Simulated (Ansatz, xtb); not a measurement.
**C4H7FO: which of two isomers lies lower**

Structure X is `C[C@H](C=O)CF`, a singlet and structure Y is `CC[C@H](F)C=O`, a singlet. Both are isolated molecules in the gas phase, relaxed with r2SCAN-D4/def2-SVP; each stands in its lowest conformer found.

Quicker runs give these differences E(Y) − E(X): GFN2-xTB +5.83 kJ/mol; HF/STO-3G −3.24 kJ/mol (at GFN2-xTB geometries); r2SCAN-D4/def2-SVP//GFN2-xTB −1.75 kJ/mol.

Problem. Which of the two would you expect CCSD(T)/def2-SVP + ΔMP2/def2-TZVPP electronic energies to favour?

Solution. Too close to call at this level: CCSD(T)/def2-SVP + ΔMP2/def2-TZVPP gives E(Y) − E(X) = +0.13 kJ/mol.

Level by level:

```json
{"level": "GFN2-xTB", "geometry": "GFN2-xTB", "E(Y) − E(X) (kJ/mol)": "+5.83", "departure from the last row (kJ/mol)": "+5.70", "job, with rough time for the two": "optimisation, 0.23 s"}
{"level": "HF/STO-3G", "geometry": "GFN2-xTB", "E(Y) − E(X) (kJ/mol)": "−3.24", "departure from the last row (kJ/mol)": "−3.37", "job, with rough time for the two": "single point, 0.56 s"}
{"level": "r2SCAN-D4/def2-SVP//GFN2-xTB", "geometry": "GFN2-xTB", "E(Y) − E(X) (kJ/mol)": "−1.75", "departure from the last row (kJ/mol)": "−1.88", "job, with rough time for the two": "single point, 3.7 s"}
{"level": "r2SCAN-D4/def2-SVP", "geometry": "r2SCAN-D4/def2-SVP", "E(Y) − E(X) (kJ/mol)": "−0.93", "departure from the last row (kJ/mol)": "−1.06", "job, with rough time for the two": "optimisation, 59 s"}
{"level": "HF/def2-SVP", "geometry": "r2SCAN-D4/def2-SVP", "E(Y) − E(X) (kJ/mol)": "−0.69", "departure from the last row (kJ/mol)": "−0.82", "job, with rough time for the two": "part of the CCSD(T) run"}
{"level": "MP2/def2-SVP", "geometry": "r2SCAN-D4/def2-SVP", "E(Y) − E(X) (kJ/mol)": "+2.00", "departure from the last row (kJ/mol)": "+1.87", "job, with rough time for the two": "part of the CCSD(T) run"}
{"level": "CCSD(T)/def2-SVP", "geometry": "r2SCAN-D4/def2-SVP", "E(Y) − E(X) (kJ/mol)": "+0.83", "departure from the last row (kJ/mol)": "+0.70", "job, with rough time for the two": "single point"}
{"level": "CCSD(T)/def2-SVP + ΔMP2/def2-TZVPP", "geometry": "r2SCAN-D4/def2-SVP", "E(Y) − E(X) (kJ/mol)": "+0.13", "departure from the last row (kJ/mol)": "", "job, with rough time for the two": "single point, 66 s"}
```

As drawn, both hold the same kinds of bond in the same numbers.

The largest departure from CCSD(T)/def2-SVP + ΔMP2/def2-TZVPP is that of GFN2-xTB, 5.70 kJ/mol. The last row adds to CCSD(T) the change of the MP2 difference between the two basis sets, here −0.70 kJ/mol.

With thermal terms from frequencies at re-optimised GFN2-xTB minima (ideal gas, soft modes damped towards free rotors, one conformer each, 298.15 K, 1 atm): on the last row, ΔE + ΔZPE = −0.24, ΔH = −0.14, ΔG = −0.36 kJ/mol.

The correlated steps freeze 6 core orbitals. Programs: Ansatz 0.2.0, xtb 6.7.1; the last row on 2 threads of Intel(R) Xeon(R) Processor @ 2.70GHz on a shared host.
